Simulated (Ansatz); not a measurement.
# SiH₅O (doublet): wave-function methods side by side at distance Si1–H5 along a hydrogen transfer = 1.485 Å, cc-pVDZ

One table from this session's results is given with a row withheld; the runs are named, their logs left out.

Method: cc-pVDZ, core rule «outside noble gas», up to 6 orbitals frozen; program: Ansatz 0.2.0, Gaussian basis.

The runs, in order: UHF; CCSD(T) on ROHF; CCSD(T) on UHF; BCCD(T) on ROHF; CISD; CCSDT(Q) on ROHF; CCSDT(Q) on UHF; CASSCF and MRCISD+Q, 3 electrons in 3 orbitals; CASSCF and NEVPT2, 3 electrons in 3 orbitals.

### What is computed

The geometry derives from fragments relaxed apart (PBE0/def2-TZVP) and kept rigid, so it is no stationary point. A hydrogen atom is moved between rigid fragments.

7 atoms, charge 0, spin multiplicity 2.

Atoms are counted from 1 here; the program's logs count them from 0.

Bond lengths: Si1–H2 1.485 Å, Si1–H3 1.485 Å, Si1–H4 1.485 Å, Si1–H5 1.485 Å, O6–H7 0.973 Å. Angles: H2–Si1–H3 109.5°, H2–Si1–H4 109.5°, H2–Si1–H5 109.5°, H3–Si1–H4 109.5°, H3–Si1–H5 109.5°, H4–Si1–H5 109.5°.

The first run:

Input file in.yaml:

```yaml
crystal:
  periodic: [false, false, false]
  atoms:
    - {symbol: Si, position_ang: [-1.091569, 0.019286, 0.000000]}
    - {symbol: H, position_ang: [-1.586441, 1.418994, 0.000000]}
    - {symbol: H, position_ang: [-1.586440, -0.680568, 1.212183]}
    - {symbol: H, position_ang: [-1.586441, -0.680568, -1.212182]}
    - {symbol: H, position_ang: [0.393046, 0.019286, 0.000000]}
    - {symbol: O, position_ang: [2.046431, 0.019286, -0.000001]}
    - {symbol: H, position_ang: [2.298290, -0.920664, -0.000001]}
basis:
  gaussian: {orbitals: cc-pVDZ}
magnetization: {spin_polarized: true, initial_magnetization: 1}
hamiltonian: {xc: hf}
output: {orbitals: {seedname: orbitals}}
```

Command:

```
$ ansatz run in.yaml --threads 1 --pin off --events-out ev --progress --plain --max-ram 2816MiB --backend cpu
```

Steps of the session up to this table: UHF; CCSD(T) on ROHF; CCSD(T) on UHF; BCCD(T) on ROHF; CISD; CCSDT(Q) on ROHF; CCSDT(Q) on UHF; CASSCF and MRCISD+Q, 3 electrons in 3 orbitals; CASSCF and NEVPT2, 3 electrons in 3 orbitals.

One of the session's tables, all rows but one given; the rest of the session is left out.

It belongs to the step «Misses and costs». 

| method | from UCCSDT(Q) (kcal/mol) |
| --- | --- |
| ROHF | +208.02 |
| UHF | +204.96 |
| RMP2 | +32.81 |
| UMP2 | +32.80 |
| CISD | +22.41 |
| RCCSD | +4.15 |
| UCCSD | +4.11 |
| RCCSD(T) | +0.83 |
| UCCSD(T) | +0.82 |
| BCCD(T) | +0.83 |
| RCCSDT | +0.25 |
| UCCSDT | +0.24 |
| RCCSDT(Q) | +0.02 |
| UCCSDT(Q) | 0 |
| CASSCF pair | +193.41 |
| NEVPT2 pair | ? |
| MRCISD pair | +19.96 |
| MRCISD+Q pair | +2.24 |

Estimate the missing values for NEVPT2 pair.

As computed: from UCCSDT(Q) (kcal/mol): +31.45. In the column «from UCCSDT(Q) (kcal/mol)» it lies between CISD (+22.41) and UMP2 (+32.80).

To keep in mind: Restricted and unrestricted rows rest on different reference determinants; where their highest levels disagree by more than a few hundredths of an eV, they describe different states and don't form one ladder.
